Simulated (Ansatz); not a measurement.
Mulliken charges of C₂H₂S₂, SMILES `C#CSS` from PBE/def2-TZVPP in Ansatz (PBE0-D4/def2-TZVP geometry).

```tsv
atom	x (Å)	y (Å)	z (Å)	charge (e)
C1	1.720	0.537	-0.017	0.009
C2	0.763	-0.141	0.260	-0.243
S3	-0.510	-1.120	0.740	0.006
S4	-1.960	-0.772	-0.674	-0.110
H5	2.563	1.136	-0.270	0.214
H6	-2.533	0.296	-0.085	0.124
```

Task: By hand: the dipole of these point charges (1 e Å = 4.8032 D).

Result: Σ q r = (0.277, 0.397, -0.053) e Å, of length 0.487 e Å = 2.34 D.

Task: How does the dipole of the full density compare? (Estimate.)

Result: Ansatz gave: (-0.031, 0.214, 0.000) e Å, 1.04 D; the point charges give 2.25 times that, at 44° from its direction.

Point charges leave out the atoms' own dipoles, such as those of lone pairs, and Mulliken's split depends on the basis, so the two needn't agree.
